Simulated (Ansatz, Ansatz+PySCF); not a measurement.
```json
{"atom": "C", "x (Å)": "0.0000", "y (Å)": "-0.9285", "z (Å)": "-0.0654"}
{"atom": "O", "x (Å)": "0.0000", "y (Å)": "-0.9156", "z (Å)": "1.1316"}
{"atom": "O", "x (Å)": "0.0000", "y (Å)": "0.1455", "z (Å)": "-0.8496"}
{"atom": "C", "x (Å)": "0.0000", "y (Å)": "1.3995", "z (Å)": "-0.1837"}
{"atom": "H", "x (Å)": "0.0000", "y (Å)": "-1.8418", "z (Å)": "-0.6966"}
{"atom": "H", "x (Å)": "0.0000", "y (Å)": "2.1653", "z (Å)": "-0.9678"}
{"atom": "H", "x (Å)": "-0.8920", "y (Å)": "1.5055", "z (Å)": "0.4514"}
{"atom": "H", "x (Å)": "0.8920", "y (Å)": "1.5055", "z (Å)": "0.4514"}
```

RHF on singlet C₂H₄O₂ was run in several spherical basis sets with Ansatz (development build ahead of 0.2.0).

(1) Rank the basis sets by the total energy that they give, lowest first, with the distance from the lowest.
A. cc-pVTZ
B. def2-SVP
C. cc-pVDZ
D. def2-TZVP
E. 6-31G(d)

Answers

(1) D (0.00 eV), A (0.23 eV), C (2.14 eV), E (2.69 eV), B (7.36 eV).

Totals follow the description of the cores as much as that of the bonds, so this order isn't one of quality for chemistry.
